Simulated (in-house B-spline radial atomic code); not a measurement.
## RPA and G0W0 on PBEsol: Ar

Configuration [Ne] 3s2 3p6, mean-field start PBEsol. Computed with a B-spline radial code for spherical atoms: all electrons, non-relativistic, point nucleus, each spin shell either full or empty, empty states to l = 9 with an (l + 1/2)⁻⁴ tail; G0W0 by contour deformation at full frequency.

Command:
```bash
python run_gw.py task.json out
```
Settings (radii: box in bohr, nucleus in fm):
```
Z                        18
electrons                18
configuration            [Ne] 3s2 3p6
hamiltonian              nr
method                   pbesol
lmax                     9
spin_polarised           False
box_radius               40
intervals                53
```

Run time, properties included: 0.6 s on 1 thread of Intel(R) Xeon(R) 6975P-C, on a shared host.

Energies (hartree):

| term | value |
| --- | --- |
| mean-field total | -526.60662 |
| Hartree-Fock functional on these orbitals | -526.80461 |
| direct second order | -1.3151 |
| second-order exchange | 0.44395 |
| SOSEX correction | 0.39461 |

What is the RPA correlation energy, and what remains with SOSEX?

RPA gives -1.1099 hartree (-1.68 eV per electron); RPA + SOSEX gives -0.7153, and the second-order doubles -0.8712 hartree (no singles). SOSEX takes back 36 % of the RPA value.

Quasi-particle levels (eV):

| level | occupied | mean field | Σx - vxc | Σc | QP weight | G0W0 |
| --- | --- | --- | --- | --- | --- | --- |
| 3p | yes | -10.249 | -5.80 | ? | ? | ? |

G0W0 = mean field + (Σx - vxc) + Σc, with Σc (partial-wave tail included) taken at the quasi-particle energy. Only the outer levels were computed. Levels of low weight are left out.

Where does G0W0 put 3p?

At -15.450 eV, with Σc = 0.60 eV and a quasi-particle weight of 0.837. The tabulated removal energy is 15.760 eV (NIST, measured); the calculation leaves out relativity, Breit and QED terms, and what these don't explain is the method's own error.
